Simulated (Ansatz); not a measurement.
# CH₅NSi (SMILES NC=[SiH2]): single points off equilibrium

How do the functionals fare away from a minimum? The structure is a structure displaced at random from a GFN2-xTB minimum.

Computed with Ansatz 0.2.0, Gaussian basis. Level: single points in def2-TZVPP.

Correlated methods freeze the cores.

**1. Starting geometry**

SMILES `NC=[SiH2]`, 8 atoms, charge 0, spin multiplicity 1.

Atoms are counted from 1 here; the program's logs count them from 0.

Bond lengths: N1–C2 1.509 Å, N1–H4 0.986 Å, N1–H5 0.986 Å, C2–Si3 1.752 Å, C2–H6 1.194 Å, Si3–H7 1.653 Å, Si3–H8 1.648 Å. Angles: C2–N1–H4 115.0°, C2–N1–H5 95.3°, H4–N1–H5 125.4°, N1–C2–Si3 119.3°, N1–C2–H6 125.7°, Si3–C2–H6 112.5°, C2–Si3–H7 129.0°, C2–Si3–H8 115.1°, H7–Si3–H8 115.8°.

Geometry (Å):

```xyz
8
CH5NSi
N    -0.4491    0.6374   -1.3131
C    -0.0866    0.5976    0.1515
Si    0.6862   -0.8329    0.8042
H    -0.4793   -0.2413   -1.7583
H    -1.2154    1.2470   -1.2011
H     0.0316    1.5474    0.8658
H     0.6647   -2.3818    0.2263
H     1.4585   -0.6142    2.2430
```

**2. CCSD(T)/def2-TZVPP**

File run/in.yaml:

```yaml
crystal:
  periodic: [false, false, false]
  atoms:
    - {symbol: N, position_ang: [-0.449100, 0.637400, -1.313100]}
    - {symbol: C, position_ang: [-0.086600, 0.597600, 0.151500]}
    - {symbol: Si, position_ang: [0.686200, -0.832900, 0.804200]}
    - {symbol: H, position_ang: [-0.479300, -0.241300, -1.758300]}
    - {symbol: H, position_ang: [-1.215400, 1.247000, -1.201100]}
    - {symbol: H, position_ang: [0.031600, 1.547400, 0.865800]}
    - {symbol: H, position_ang: [0.664700, -2.381800, 0.226300]}
    - {symbol: H, position_ang: [1.458500, -0.614200, 2.243000]}
basis:
  gaussian: {orbitals: def2-TZVPP}
correlation: {method: ccsd_t}
output: {forces: true}
```

The command line of these runs was not kept.

**3. PBE0-D4/def2-TZVPP**

Edit run/in.yaml of step 2 so:

```diff
@@ -13,3 +13,3 @@
   gaussian: {orbitals: def2-TZVPP}
-correlation: {method: ccsd_t}
-output: {forces: true}
+hamiltonian: {xc: pbe0, dispersion: d4}
+output: {forces: true, orbitals: {seedname: orbitals}}
```

**4. wB97M-V/def2-TZVPP**

Edit run/in.yaml of step 3 so:

```diff
@@ -13,3 +13,3 @@
   gaussian: {orbitals: def2-TZVPP}
-hamiltonian: {xc: pbe0, dispersion: d4}
-output: {forces: true, orbitals: {seedname: orbitals}}
+hamiltonian: {xc: {name: wB97M-V}}
+output: {forces: true}
```

**5. r2SCAN-D4/def2-TZVPP**

Edit run/in.yaml of step 4 so:

```diff
@@ -13,3 +13,3 @@
   gaussian: {orbitals: def2-TZVPP}
-hamiltonian: {xc: {name: wB97M-V}}
+hamiltonian: {xc: r2scan, dispersion: d4}
 output: {forces: true}
```

**6. PBE-D4/def2-TZVPP**

Edit run/in.yaml of step 5 so:

```diff
@@ -13,3 +13,3 @@
   gaussian: {orbitals: def2-TZVPP}
-hamiltonian: {xc: r2scan, dispersion: d4}
+hamiltonian: {xc: pbe, dispersion: d4}
 output: {forces: true}
```

**7. B97M-V/def2-TZVPP**

Edit run/in.yaml of step 6 so:

```diff
@@ -13,3 +13,3 @@
   gaussian: {orbitals: def2-TZVPP}
-hamiltonian: {xc: pbe, dispersion: d4}
+hamiltonian: {xc: {name: B97M-V}}
 output: {forces: true}
```

**8. SPW92/def2-TZVPP**

Edit run/in.yaml of step 7 so:

```diff
@@ -13,3 +13,3 @@
   gaussian: {orbitals: def2-TZVPP}
-hamiltonian: {xc: {name: B97M-V}}
+hamiltonian: {xc: lda}
 output: {forces: true}
```

(Steps that only read results are left out.)

Q: Predict the outcome of this session. Wanted: energy less free atoms, CCSD(T)/def2-TZVPP; RMS force component; RMS force error; HOMO and LUMO, PBE0-D4; T1 diagnostic.

**Answer**, as computed:

| quantity | value |
| --- | --- |
| energy less free atoms, CCSD(T)/def2-TZVPP | -2412.5 kJ/mol |
| RMS force component | 1.572 to 1.638 eV/Å over the methods |
| RMS force error | PBE0-D4 0.201, wB97M-V 0.222, r2SCAN-D4 0.136, PBE-D4 0.177, B97M-V 0.203, SPW92 0.343 eV/Å |
| HOMO and LUMO, PBE0-D4 | -5.49 and -1.12 eV |
| T1 diagnostic | 0.015 |

In words: Against CCSD(T) the functionals' energies less atoms differ by -483.8 to -75.2 kJ/mol, PBE-D4 by -152.3 kJ/mol. A larger basis would deepen the CCSD(T) value, while the functionals are nearly converged already, so the order here is not reliable. For forces r2SCAN-D4 does best and SPW92 worst. Frozen-core CCSD(T) forces in triple zeta carry basis errors of their own, and this is one geometry, so small gaps rank nothing. The restricted Hartree–Fock reference is unstable towards an unrestricted one at one or more of these structures.
